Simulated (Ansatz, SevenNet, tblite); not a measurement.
## How well does each level of theory give the equilibrium lattice constant a of 1T (CdI2-type) SnS₂?

Reference value: 3.646 Å (measured, room temperature, not corrected to a static lattice, sources range from 3.640 to 3.650; as tabulated in Lima et al. (2018), arXiv:1803.05430).

```csv
level (code),value (Å)
GFN1-xTB (tblite),(withheld)
SevenNet-l3i5 (SevenNet),3.702
LDA (Ansatz),(withheld)
PBE (Ansatz),3.702
PBE+SOC (Ansatz),3.702
PBEsol (Ansatz),3.651
PBEsol+SOC (Ansatz),3.650
PBE-D3(BJ) (Ansatz),3.669
PBE-D4 (Ansatz),3.668
rVV10 (Ansatz),(withheld)
HSE06 (Ansatz),3.661
PBE0 (Ansatz),3.659
```

Q: Complete the blanks.

A: 
- GFN1-xTB (tblite), value (Å): 3.442
- LDA (Ansatz, a quantum-chemistry and plane-wave program), value (Å): 3.632
- rVV10 (Ansatz), value (Å): 3.742

Differences against the reference: GFN1-xTB -5.60 %, SevenNet-l3i5 +1.54 %, LDA -0.38 %, PBE +1.54 %, PBE+SOC +1.54 %, PBEsol +0.14 %, PBEsol+SOC +0.11 %, PBE-D3(BJ) +0.63 %, PBE-D4 +0.60 %, rVV10 +2.63 %, HSE06 +0.41 %, PBE0 +0.36 %.

The reference is not for a static lattice or low temperature, so close values are not ranked against it. Off by more than 1.25 % (a bound picked here): GFN1-xTB (-5.60 %), SevenNet-l3i5 (+1.54 %), PBE (+1.54 %), PBE+SOC (+1.54 %), rVV10 (+2.63 %).

The reference has no zero-point or thermal correction, while the calculations are for a static lattice, so the differences are not the levels' errors alone. A static lattice is as a rule a little smaller than the measured one.  GFN1-xTB: the method was fitted mainly to molecules. GFN1-xTB: the run uses a supercell at the zone centre in place of a k mesh. LDA, PBE, PBE+SOC, PBEsol, PBEsol+SOC, HSE06, PBE0: the cell comes from a level without a dispersion term, which matters for the spacing of layers, chains or molecules. Cutoffs and k meshes differ between the levels. Ansatz's density-functional and Hartree–Fock values are scalar-relativistic unless marked +SOC, with PAW data made under PBE.

Machine-learned potentials (SevenNet-l3i5) are trained on DFT data, which may include these solids.

Differences are worked out from the printed values.
